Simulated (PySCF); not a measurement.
dimethyl sulfide (C2H6S), SMILES CSC.

Coordinates come from a PBE0-D3(BJ)/def2-TZVP optimisation.

The numbers are results of SMD-M06-2X/def2-SVP (PySCF), not measurements.

Solvation free energies are E(SMD) − E(gas) at the gas-phase geometry, for 1 M in both phases. In vacuum the dipole moment is 1.55 D.

Q: Estimate the solvation free energies in water, cyclohexanone, tetrahydrofuran. (Estimate from the structure and the level; the computed values follow.)

A: 
| solvent | ΔG(solv) (kcal/mol) | its non-electrostatic (CDS) part | dipole (D) |
|---|---|---|---|
| water | -0.1 | 2.8 | 1.99 |
| cyclohexanone | -2.6 | 0.0 | 1.95 |
| tetrahydrofuran | -2.7 | -0.4 | 1.91 |
